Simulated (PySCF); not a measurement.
C₃H₄F₂O.
Bonds: C1–C2, C2–O3 (double), C2–C4, C4–F5, C4–F6. Hydrogens: H7, H8, H9 on C1; H10 on C4.

Torsions of this conformer, `[CH3:1][C:2](=[O:3])[CH:4]([F:5])[F:6]`: C1–C2–C4–F5 -58°.

The closed-shell ground state was solved at several levels (PySCF, density fitting, gas phase, non-relativistic). Geometry: GFN2-xTB, one conformer, isolated molecule.

```tsv
level	basis functions	total energy (Eh)	HOMO (eV)	LUMO (eV)	gap (eV)	dipole (D)
PBE0/pcSseg-1	122	-391.1852	-7.97	-1.32	6.65	1.13
B3LYP/pcJ-1	202	-391.6356	-7.72	-1.58	6.14	1.11
```

Problem. Estimate the row for PBE0/def2-SVPD, a basis of 161 functions; the other rows only guide the guess.

Solution. Total energy -390.9510 Eh, HOMO -8.10 eV, LUMO -1.49 eV, gap 6.61 eV, dipole 1.25 D.

Problem. Over all these levels, which gives the widest orbital gap and which the narrowest?

Solution. PBE0/pcSseg-1 (global hybrid, 25 % exact exchange) has the widest, 6.65 eV, and B3LYP/pcJ-1 (global hybrid, 20 % exact exchange) the narrowest, 6.14 eV. Functional and basis both differ between the two, so the spread mixes both effects.

Problem. How far do the dipole and the HOMO energy spread over the levels?

Solution. The dipole runs from 1.11 to 1.25 D (mean 1.17 D) and the HOMO from -8.10 to -7.72 eV.
